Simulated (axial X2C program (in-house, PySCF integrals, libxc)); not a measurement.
LiB: cheaper levels and CCSD(T), two-component

Computed with an in-house relativistic program for diatomic molecules. Two-component (2c) means X2C with spin–orbit coupling and atomic mean-field two-electron Coulomb and Gaunt terms. Basis: B dyall-v3z [7s6p2d1f], Li dyall-cv3z [7s8p2d] (cores contracted in-house); Gaussian nuclei, density fitting, unrestricted open shells. Masses: B 11.009 u, Li 7.016 u.

State: Ω = 2 (⟨Sz⟩ = 1.00, ⟨Lz⟩ = 1.00 at HF); fragments B + Li.

```json
{"level": "PBE0", "Re (Å)": "2.131", "ωe (cm⁻¹)": "546.4", "De (eV)": "1.30"}
{"level": "HF", "Re (Å)": "2.135", "ωe (cm⁻¹)": "568.0", "De (eV)": "0.720"}
{"level": "MP2", "Re (Å)": "2.139", "ωe (cm⁻¹)": "554.0", "De (eV)": "1.16"}
{"level": "CCSD", "Re (Å)": "2.141", "ωe (cm⁻¹)": "543.4", "De (eV)": "1.12"}
{"level": "PBE50", "Re (Å)": "2.118", "ωe (cm⁻¹)": "565.6", "De (eV)": "1.27"}
```

Correlated methods: 4 electrons correlated (number of frozen shells: B 1 s; Li 1 s), 150 virtual spin orbitals or spinors in MP2, 58 natural virtuals in coupled cluster.

CCSD(T), same Hamiltonian and basis:

Re = 2.145 Å, ωe = 538.7 cm⁻¹, De = 1.17 eV; T1 = 0.019 (Lee–Taylor normalisation).

Task: Give the differences from CCSD(T) in the columns below.

Result: 

```
level  ΔRe (Å)  Δωe (cm⁻¹)  ΔDe (eV)
 PBE0   -0.014           8      0.13
   HF   -0.010          29     -0.45
  MP2   -0.006          15     -0.01
 CCSD   -0.004           5     -0.05
PBE50   -0.027          27      0.10
```

The state is one determinant whose occupation by symmetry is held fixed; it was picked as the lowest of a PBE0 search that is not exhaustive. Dissociation energies refer to the lowest single-determinant-based atoms at the same level and basis. Density functionals use the spin component along the axis (collinear). CCSD and (T) use frozen natural virtuals with an MP2 correction for the truncation; (T) itself is uncorrected, so its De runs slightly low. In 2c an atomic determinant is not the ground J level, so De misses part of the atomic spin–orbit lowering. This holds for PBE0, PBE50. PBE0 can misorder states that lie within some tenths of an eV, so this need not be the ground state of the molecule. The nearest other 2c determinant of the search, Ω = 1, lies 0.30 eV up at the distance of the search. Without a current term, density functionals place determinants with orbital angular momentum somewhat too high. With several unpaired electrons one determinant need not be a pure state. Open-shell Ω = 0 determinants with evenly filled partner blocks cannot be reached by this program, so the Ω shown need not be the lowest component.
